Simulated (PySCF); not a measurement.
# How methods differ on the electron affinity of B

B- [He] 2s2 2p2 (3P) → B [He] 2s2 2p1 (2P), as a difference of total energies. Computed with PySCF 2.14 in aug-cc-pwCVDZ (5s4p2d, 27 functions), with the non-relativistic Hamiltonian (point nucleus). Correlated levels: valence: 1s2 frozen; valence and next inner shell: nothing frozen. The calculations carry no spin-orbit coupling.

```csv
method,electron affinity (eV)
UHF,-0.298
LDA,0.716
PBE,0.595
PBE0,0.467
r2SCAN,0.580
M06-2X,0.220
HSE06,0.468
BHandHLYP,0.168
PBEsol,0.583
MP2 (valence),0.147
SCS-MP2 (valence),0.009
MP2 (valence and next inner shell),0.147
SCS-MP2 (valence and next inner shell),0.008
```

Errors of the correlated levels include the incompleteness of this basis and the frozen core.

A negative affinity means that the anion lies above the atom at that level of theory.

In the anion the highest occupied orbital energy is positive at LDA, PBE, PBE0, r2SCAN, M06-2X, HSE06, BHandHLYP, PBEsol, a self-interaction effect; the basis confines that electron, and the energy difference can still be sensible.

**Question.** Which method comes closest to the reference value, and which is furthest?

**Answer.** The reference is 0.280 eV (measured; photodetachment measurements, as compiled on the Wikipedia data page of electron affinities). Closest: M06-2X (error -0.060 eV); furthest: UHF (error -0.578 eV).
